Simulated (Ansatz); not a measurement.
**C (P6₃/mmc, No. 194, 4 atoms in the cell; start mp-47): properties by level of theory**

```csv
level (code),lattice constant a (Å),c axis length (Å)
LDA (Ansatz),2.483,4.136
PBE (Ansatz),2.512,4.180
PBE-D3(BJ) (Ansatz),[?],4.163
r²SCAN (Ansatz),2.503,[?]
```

Complete the blanks.


- PBE-D3(BJ) (Ansatz, a quantum-chemistry and plane-wave program), lattice constant a (Å): 2.501
- r²SCAN (Ansatz), c axis length (Å): 4.169

Caveats: the relaxation could not lower the start's symmetry, so the cell can be a saddle point above a distorted one (LDA, PBE, PBE-D3(BJ), r²SCAN). Ansatz's density-functional and Hartree–Fock values are scalar-relativistic unless marked +SOC, with PAW data made under PBE.

A start named mp-… is a Materials Project structure, which need not be a measured phase.
